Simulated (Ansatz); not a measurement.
**BSiF+ (quartet): from Hartree-Fock to the top rungs, cc-pVDZ**

One table from this session's results is given with a row withheld; the runs are named, their logs left out.

Method: cc-pVDZ, core rule «outside noble gas», up to 7 orbitals frozen; program: Ansatz 0.2.0, Gaussian basis.

The runs, in order: UHF; CCSD(T) on ROHF; CCSD(T) on UHF; BCCD(T) on ROHF; CISD as a restricted active space (open shells left free, so some higher excitations enter); CCSDT(Q) on ROHF; CCSDT(Q) on UHF; CASSCF and MRCISD+Q, 11 electrons in 11 orbitals; CASSCF and NEVPT2, 11 electrons in 11 orbitals.

32 further runs of the same task are left out: 2 for a known fault of the program, 12 that didn't finish, 18 set aside as unsound or not needed. Runs told in other sessions of the task aren't counted.

## The system

The geometry is a PBE0/def2-TZVP stationary point (not a proven minimum) of the parent state, kept for this charge and spin.

3 atoms, charge 1, spin multiplicity 4.

Atoms are counted from 1 here; the program's logs count them from 0.

Bond lengths: F1–B2 1.280 Å, B2–Si3 1.896 Å. Angles: F1–B2–Si3 180.0°.

The first run:

in.yaml

```yaml
crystal:
  periodic: [false, false, false]
  atoms:
    - {symbol: F, position_ang: [0.000000, 0.000000, 1.485424]}
    - {symbol: B, position_ang: [0.000000, 0.000000, 0.205103]}
    - {symbol: Si, position_ang: [0.000000, 0.000000, -1.690526]}
basis:
  gaussian: {orbitals: cc-pVDZ}
total_charge: 1
magnetization: {spin_polarized: true, initial_magnetization: 3}
hamiltonian: {xc: hf}
output: {orbitals: {seedname: orbitals}}
```

Started as:

```
$ ansatz run in.yaml --threads 1 --pin off --events-out ev --progress --plain --max-ram 2393MiB
```

Among the steps run: UHF; CCSD(T) on ROHF; CCSD(T) on UHF; BCCD(T) on ROHF; CISD as a restricted active space (open shells left free, so some higher excitations enter); CCSDT(Q) on ROHF; CCSDT(Q) on UHF; CASSCF and MRCISD+Q, 11 electrons in 11 orbitals; CASSCF and NEVPT2, 11 electrons in 11 orbitals.

One of the session's tables, all rows but one given; the rest of the session is left out.

It belongs to the step «Misses and costs». 

```
          method  from UCCSDT(Q) (kJ/mol)
            ROHF                   +837.3
             UHF                   +835.1
            RMP2                    +81.3
            UMP2                    +81.5
            CISD                    +92.9
           RCCSD                    +30.8
           UCCSD                    +30.8
        RCCSD(T)                     +5.8
        UCCSD(T)                     +5.8
         BCCD(T)                     +5.2
          RCCSDT                     +2.1
          UCCSDT                     +2.1
       RCCSDT(Q)                     +0.5
       UCCSDT(Q)                        0
  CASSCF valence                   +525.2
  NEVPT2 valence                   +118.6
  MRCISD valence                    +49.6
MRCISD+Q valence                        ?
```

**Question.** Estimate the row for MRCISD+Q valence.

**Answer.** from UCCSDT(Q) (kJ/mol): +20.5. In the column «from UCCSDT(Q) (kJ/mol)» it lies between UCCSD(T) (+5.8) and RCCSD (+30.8).

Caveats from the session: Restricted and unrestricted rows rest on different reference determinants; a gap between their highest levels can come from leftover correlation error, from unlike frozen cores or from another state.
